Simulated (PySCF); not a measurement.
**Vertical excitation energies**

Species: diethyl sulfide, C4H10S.
SMILES: `CCSCC`

Method used: TDDFT CAM-B3LYP/def2-SVPD, vertical, gas phase, core orbitals frozen in the response in PySCF 2.14.0, density-fitted response routines. The structure is a single GFN2-xTB conformer in the gas phase; no vibrational or solvent corrections. Torsions of this conformer, `[CH3:1][CH2:2][S:3][CH2:4][CH3:5]`: C1–C2–S3–C4 -79°, C2–S3–C4–C5 -81°.

Task: Predict the UV-vis stick spectrum at this level.

Result: 

```json
{"state": "S1", "E (eV)": "5.49", "ν̃ (cm⁻¹)": "44280", "f": "0.0001", "|μ| (D)": "0.06", "main configurations (H = HOMO, L = LUMO)": "H→L+1 (77%), H→L+9 (9%), H→L+4 (9%)"}
{"state": "S2", "E (eV)": "6.11", "ν̃ (cm⁻¹)": "49260", "f": "0.045", "|μ| (D)": "1.40", "main configurations (H = HOMO, L = LUMO)": "H→L (72%), H→L+2 (23%)"}
{"state": "S3", "E (eV)": "6.41", "ν̃ (cm⁻¹)": "51700", "f": "0.0067", "|μ| (D)": "0.53", "main configurations (H = HOMO, L = LUMO)": "H→L+2 (71%), H→L (22%)"}
{"state": "S4", "E (eV)": "6.85", "ν̃ (cm⁻¹)": "55220", "f": "0.019", "|μ| (D)": "0.86", "main configurations (H = HOMO, L = LUMO)": "H→L+3 (75%), H→L+4 (18%)"}
{"state": "S5", "E (eV)": "7.18", "ν̃ (cm⁻¹)": "57870", "f": "0.015", "|μ| (D)": "0.75", "main configurations (H = HOMO, L = LUMO)": "H→L+5 (71%), H→L+6 (17%)"}
{"state": "S6", "E (eV)": "7.24", "ν̃ (cm⁻¹)": "58400", "f": "0.0053", "|μ| (D)": "0.44", "main configurations (H = HOMO, L = LUMO)": "H→L+4 (29%), H→L+3 (19%), H→L+1 (18%)"}
{"state": "S7", "E (eV)": "7.88", "ν̃ (cm⁻¹)": "63570", "f": "0.031", "|μ| (D)": "1.02", "main configurations (H = HOMO, L = LUMO)": "H→L+8 (72%), H→L+10 (9%)"}
{"state": "S8", "E (eV)": "7.96", "ν̃ (cm⁻¹)": "64170", "f": "0.059", "|μ| (D)": "1.39", "main configurations (H = HOMO, L = LUMO)": "H→L+4 (42%), H→L+9 (24%), H→L+7 (23%)"}
```

Triplets (Tamm–Dancoff): T1 5.08 eV, H→L+1 (66%), H→L+9 (13%), H→L+4 (11%); T2 5.72 eV, H→L+2 (57%), H→L+5 (16%), H→L+11 (10%); T3 6.05 eV, H→L (86%).

The lowest singlet comes at 226 nm (530 kJ/mol) in the ultraviolet; it is dark (f under 0.0005); its leading configuration is HOMO→LUMO+1 (77%). The most intense listed level is S8 at 7.96 eV (156 nm, f = 0.059), 2.47 eV above S1. It is the last of those listed, so stronger ones may follow. Löwdin shares by element: HOMO sulfur 70%, carbon 20% or more; LUMO carbon 36% or more, sulfur 12% (atoms not listed hold the other 52%). The oscillator strengths of these states sum to 0.182; summed over the whole spectrum of an exact calculation they would give the number of electrons, 50 (Thomas–Reiche–Kuhn). The listed states span 2.47 eV, and the widest gap between neighbours is 0.64 eV (S6 to S7). Of the 8 states listed, 5 reach f = 0.01 and 1 stays under 0.0005. No computed singlet lies in the visible range (380 to 750 nm); the lowest, at 226 nm, stands 2.23 eV above its violet end (3.26 eV). Singlets were solved by full linear response, triplets in the Tamm–Dancoff approximation.
